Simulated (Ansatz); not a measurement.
Input file:

```yaml
crystal:
  periodic: [false, false, false]
  atoms:
    - {symbol: Al, position_ang: [0.000000, 0.000000, 0.000000]}
    - {symbol: N, position_ang: [0.000000, 0.000000, 1.852000]}
basis:
  gaussian: {orbitals: aug-cc-pVDZ}
total_charge: -1
magnetization: {spin_polarized: true, initial_magnetization: 3}
correlation: {method: mp2, electrons: outside_noble_gas}
output: {forces: true}
```

```sh
$ ansatz run in.yaml --threads 1 --pin off --events-out ev --progress --plain --max-ram 2393MiB
```

Log:

```
503 factors; integrals over basis functions are off by at most 8.6e-4 eV
mean field evaluation 1: about -8054.2626 eV, gradient 2.4e1 eV
mean field evaluation 2: about -8054.2492 eV, gradient 2.4e1 eV
mean field evaluation 4: about -8061.0992 eV, gradient 5.3e0 eV
mean field evaluation 8: about -8061.6468 eV, gradient 5.5e-1 eV
mean field evaluation 16: about -8061.6575 eV, gradient 1.5e-6 eV
mean field evaluation 32: about -8062.3540 eV, gradient 3.8e-2 eV
mean field evaluation 64: about -8062.3397 eV, gradient 7.7e-3 eV
mean field evaluation 96: about -8061.8554 eV, gradient 1.2e-6 eV
mean field evaluation 128: about -8061.9154 eV, gradient 6.9e-1 eV
mean field evaluation 160: about -8062.3396 eV, gradient 4.4e-2 eV
mean field evaluation 192: about -8061.8028 eV, gradient 6.5e-1 eV
mean field evaluation 224: about -8061.1125 eV, gradient 6.3e0 eV
mean field evaluation 256: about -8061.7288 eV, gradient 2.7e0 eV
mean field evaluation 288: about -8061.7023 eV, gradient 1.8e0 eV
mean field -8062.35413809 eV, -296.2860497149 hartree, gradient 3.8e-6 eV, S^2 3.933776; 24 other end points of the search recorded, 0 dependent functions left out
6 core orbitals not correlated: weight in the atoms' cores, before any rotation towards them, 1.000 or more for the frozen orbitals, at most 0.000 for the correlated occupied ones
reference -8062.35413809 eV, -296.2860497149 hartree; 6, 3 occupied and 38, 41 virtual orbitals, 503 factors
second order -4.01157373 eV of doubles, -0.00000000 eV of singles
the calculation of the forces begins
mean field evaluation 320: about -8062.3535 eV, gradient 1.7e-2 eV
Total energy: -8066.36571182 eV, -296.4334723304 hartree
Atom 0 at     0.000000     0.000000     0.000000 Å, force     0.000000     0.000000    -2.726932 eV/Å
Atom 1 at     0.000000     0.000000     1.852000 Å, force    -0.000000    -0.000000     2.726932 eV/Å
Dipole moment:     0.096009     0.000000     0.562946 e Å
```

Forces (eV/Å):
```
Al   0.000  0.000 -2.727
N    0.000  0.000  2.727
```

Ran on 1 thread of Arm Neoverse V2, shared host: 3.5 s wall, 0.09 GiB peak host memory.
